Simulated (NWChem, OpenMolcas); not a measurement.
**NWChem → OpenMolcas**

This NWChem 7.3.0 job computes PF3 (phosphorus trifluoride):

mymol.nw:
```
START mymol
memory stack 880 mb heap 220 mb global 1100 mb
GEOMETRY units angstrom noautosym nocenter noautoz
F     0.423128   -1.028519    1.435680
P    -0.708772   -0.050719    0.953480
F    -1.473172   -1.061819    0.024280
F     0.525000    1.045200   -0.730000
END
BASIS spherical bse
F library STO-3G
P library STO-3G
END
SCF
thresh 1e-08
maxiter 80
END
TASK scf energy
```

```bash
$ nwchem mymol.nw > mymol.out
```

The P2–F4 distance was set to 2.357 Å, away from the relaxed value.

It gives a total energy of -630.853559 Eh.

Q: Write the same calculation for OpenMolcas 26.06 as an input file of the program's own.

A: For example:

mol.input:
```
&GATEWAY
  BasLib
  $CurrDir
  BasisSet
  F.STO-3G....
  F1 0.423128 -1.028519 1.435680 angstrom
  F3 -1.473172 -1.061819 0.024280 angstrom
  F4 0.525000 1.045200 -0.730000 angstrom
  End of Basis
  BasisSet
  P.STO-3G....
  P2 -0.708772 -0.050719 0.953480 angstrom
  End of Basis

&SEWARD

&SCF
  Thresholds
  1e-10 1e-07 1e-07 1e-05
  PrOrbitals
  1 1
```

```bash
$ export MOLCAS_MEM=1860
$ pymolcas mol.input > mol.log
```

(Basis files named in the input come from the Basis Set Exchange and aren't shown.)

Its energy is -630.853559 Eh, 0.000 mEh from the first.
